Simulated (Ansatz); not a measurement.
**B₂H (sextet): wave-function methods side by side, 6-31G**

Aim: climb from Hartree-Fock through coupled cluster and multireference methods for B₂H (sextet) at one geometry and basis, and see what each rung misses.

Computed with Ansatz 0.2.0, Gaussian basis. Level: 6-31G, core rule «outside noble gas», up to 2 orbitals frozen.

To be run: UHF; CCSD(T) on ROHF; CCSD(T) on UHF; BCCD(T) on ROHF; CISD; CCSDT(Q) on ROHF; CCSDT(Q) on UHF; CISDTQ; CCSDTQ on ROHF; CCSDTQ on UHF; CASSCF and MRCISD+Q, 7 electrons in 9 orbitals; CASSCF and NEVPT2, 7 electrons in 9 orbitals; Full CI; Full CI in the symmetry of the determinant.

16 further runs of the same task are left out: 9 that didn't finish, 7 set aside as unsound or not needed.

### 1 The system

The geometry is a PBE0/def2-TZVP stationary point (not a proven minimum) of the parent state, kept for this charge and spin.

3 atoms, charge 0, spin multiplicity 6.

Atoms are counted from 1 here; the program's logs count them from 0.

Bond lengths: B1–B2 1.520 Å, B1–H3 1.178 Å. Angles: B2–B1–H3 180.0°.

### 2 UHF

in.yaml

```yaml
crystal:
  periodic: [false, false, false]
  atoms:
    - {symbol: B, position_ang: [0.000000, 0.000000, 0.114060]}
    - {symbol: B, position_ang: [0.000000, 0.000000, -1.406367]}
    - {symbol: H, position_ang: [0.000000, 0.000000, 1.292307]}
basis:
  gaussian: {orbitals: 6-31G}
magnetization: {spin_polarized: true, initial_magnetization: 5}
hamiltonian: {xc: hf}
output: {orbitals: {seedname: orbitals}}
```

The run is started by

```bash
$ ansatz run in.yaml --threads 1 --pin off --events-out ev --progress --plain --max-ram 2393MiB
```

Further steps of the session: CCSD(T) on ROHF; CCSD(T) on UHF; BCCD(T) on ROHF; CISD; CCSDT(Q) on ROHF; CCSDT(Q) on UHF; CISDTQ; CCSDTQ on ROHF; CCSDTQ on UHF; CASSCF and MRCISD+Q, 7 electrons in 9 orbitals; CASSCF and NEVPT2, 7 electrons in 9 orbitals; Full CI; Full CI in the symmetry of the determinant.

**Question.** What will the summary of the whole plan be? Wanted: FCI below the RHF energy; RMP2 from FCI; UMP2 from FCI; RCCSD from FCI; RCCSD(T) from FCI; UCCSD(T) from FCI; RCCSDT(Q) from FCI; UCCSDT(Q) from FCI; NEVPT2 valence from FCI.

**Answer**, as computed:

```
                         quantity                                                                                                                          value
         FCI below the RHF energy                                                                                                                     -1.6807 eV
                    RMP2 from FCI                                                                                                                     +622.9 meV
                    UMP2 from FCI                                                                                                                     +622.7 meV
                   RCCSD from FCI                                                                                                                      +63.9 meV
                RCCSD(T) from FCI                                                                                                                      +24.5 meV
                UCCSD(T) from FCI                                                                                                                      +24.5 meV
               RCCSDT(Q) from FCI                                                                                                                        0.0 meV
               UCCSDT(Q) from FCI                                                                                                                       -1.2 meV
          NEVPT2 valence from FCI                                                                                                                     +239.5 meV
        MRCISD+Q valence from FCI                                                                                                                      +13.0 meV
levels within 1 kcal/mol (43 meV)  RCCSD(T), UCCSD(T), BCCD(T), RCCSDT, UCCSDT, CISDTQ, RCCSDT(Q), UCCSDT(Q), RCCSDTQ, UCCSDTQ, MRCISD valence, MRCISD+Q valence
                    T1 diagnostic                                                                                                                          0.052
   effectively unpaired electrons                                                                                                                           5.02
```

RCCSD(T) misses by +24.5 meV, 1.5 % of the correlation energy. The occupations are near whole numbers, but T1 = 0.052 shows that the orbitals relax strongly. Of the multireference levels listed MRCISD+Q valence comes nearest in total energy (+13.0 meV), which doesn't show that its space is the better one. These misses are within one basis, not against nature; the frozen cores of restricted and unrestricted runs differ, which can shift their rows.
